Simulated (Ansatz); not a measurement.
# Si₂H₃ (doublet): from Hartree-Fock to the top rungs at a displaced geometry (v2), cc-pVDZ

An exercise on one series of results from a longer session: the logs are not shown, and one member is left open.

Program: Ansatz 0.2.0, Gaussian basis. Level of theory: cc-pVDZ, core rule «outside noble gas», up to 10 orbitals frozen. These are calculated values, not measurements.

The runs, in order: UHF; CCSD(T) on ROHF; CCSD(T) on UHF; BCCD(T) on ROHF; CISD; CCSDT(Q) on ROHF; CCSDT(Q) on UHF.

20 further runs of the same task are left out: 9 that didn't finish, 11 set aside as unsound or not needed.

## The geometry

The geometry is a PBE0/def2-TZVP stationary point (not a proven minimum) with its atoms shifted at random (size 0.100 Å).

5 atoms, charge 0, spin multiplicity 2.

Atoms are counted from 1 here; the program's logs count them from 0.

Bond lengths: Si1–Si2 2.362 Å, Si1–H3 1.442 Å, Si1–H4 1.512 Å, Si1–H5 1.503 Å. Angles: Si2–Si1–H3 119.1°, Si2–Si1–H4 96.1°, Si2–Si1–H5 114.6°, H3–Si1–H4 106.6°, H3–Si1–H5 115.3°, H4–Si1–H5 100.6°.

As a file:

```
atom    x (Å)    y (Å)    z (Å)
 Si1   0.0867  -0.0005   1.0920
 Si2  -0.0761   0.0078  -1.2644
  H3   0.5621   1.1816   1.7671
  H4  -1.3997  -0.0799   1.3555
  H5   0.5421  -1.3052   1.6824
```

The first run:

Contents of in.yaml:

```yaml
crystal:
  periodic: [false, false, false]
  atoms:
    - {symbol: Si, position_ang: [0.086727, -0.000536, 1.091976]}
    - {symbol: Si, position_ang: [-0.076123, 0.007837, -1.264418]}
    - {symbol: H, position_ang: [0.562088, 1.181607, 1.767052]}
    - {symbol: H, position_ang: [-1.399707, -0.079861, 1.355527]}
    - {symbol: H, position_ang: [0.542146, -1.305178, 1.682383]}
basis:
  gaussian: {orbitals: cc-pVDZ}
magnetization: {spin_polarized: true, initial_magnetization: 1}
hamiltonian: {xc: hf}
output: {orbitals: {seedname: orbitals}}
```

Launch:

```
> ansatz run in.yaml --threads 1 --pin off --events-out ev --progress --plain --max-ram 2393MiB
```

Among the steps run: UHF; CCSD(T) on ROHF; CCSD(T) on UHF; BCCD(T) on ROHF; CISD; CCSDT(Q) on ROHF; CCSDT(Q) on UHF.

One of the session's tables, all rows but one given; the rest of the session is left out.

```
   method  from UCCSDT(Q) (kJ/mol)
     ROHF                   +578.7
      UHF                   +566.6
     RMP2                   +135.6
     UMP2                        ?
     CISD                    +69.2
    RCCSD                    +19.1
    UCCSD                    +19.2
 RCCSD(T)                     +4.1
 UCCSD(T)                     +4.2
  BCCD(T)                     +4.0
   RCCSDT                     +0.7
   UCCSDT                     +0.8
RCCSDT(Q)                      0.0
UCCSDT(Q)                        0
```

**Question.** Estimate the row for UMP2.

As computed: from UCCSDT(Q) (kJ/mol): +144.1. In the column «from UCCSDT(Q) (kJ/mol)» it lies between RMP2 (+135.6) and UHF (+566.6).

Among the levels timed on like hardware and quicker than the yardstick, those that no quicker one beats, quickest first: UHF (1.4 s, +566.6 kJ/mol); CISD (2.9 s, +69.2 kJ/mol); BCCD(T) (6 s, +4.0 kJ/mol).

Caveats from the session: Restricted and unrestricted rows rest on different reference determinants; where their highest levels disagree by more than a few hundredths of an eV, they describe different states and don't form one ladder.
